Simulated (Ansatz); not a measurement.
Mg₂H₂⁻. Charge -1, multiplicity 2. Geometry PBE-D4/def2-TZVP, that of the neutral singlet; atoms count from 1.

| atom | x (Å) | y (Å) | z (Å) |
| --- | --- | --- | --- |
| Mg1 | -0.105 | 0.606 | -1.305 |
| Mg2 | 0.107 | -0.609 | 1.304 |
| H3 | -0.235 | 1.339 | -2.871 |
| H4 | 0.233 | -1.337 | 2.873 |

The highest occupied level of the charge -1 doublet lies above zero (up to 0.81 eV). By energy differences its removal costs 0.49 eV (vertical, to the charge 0 singlet, at PBE0-D4/def2-TZVPD); a positive level beside a positive removal energy at the same level points to self-interaction error. The structure comes from a short search, and lower isomers may exist.

(1) Estimate the Mulliken populations from the PBE0/def2-TZVPD orbitals of Ansatz.

(2) Where does the spin sit?

(3) And the Mayer bond orders between bonded heavy atoms (over 0.3)?

Results:

(1) 
```json
{"atom": "Mg1", "charge (e)": "-0.27", "spin (α − β)": "0.49"}
{"atom": "Mg2", "charge (e)": "-0.27", "spin (α − β)": "0.49"}
{"atom": "H3", "charge (e)": "-0.23", "spin (α − β)": "0.01"}
{"atom": "H4", "charge (e)": "-0.23", "spin (α − β)": "0.01"}
```
Mulliken values and Mayer orders depend strongly on the basis. With diffuse functions, as here, like atoms can get unlike values, and bond orders can come out too low or too high.

(2) Summed by element: Mg 0.99, H 0.01, of 1 unpaired in all. Largest on single atoms: Mg1 0.49, Mg2 0.49, H3 0.01.

(3) Mg1–Mg2 1.28 (2.89 Å).
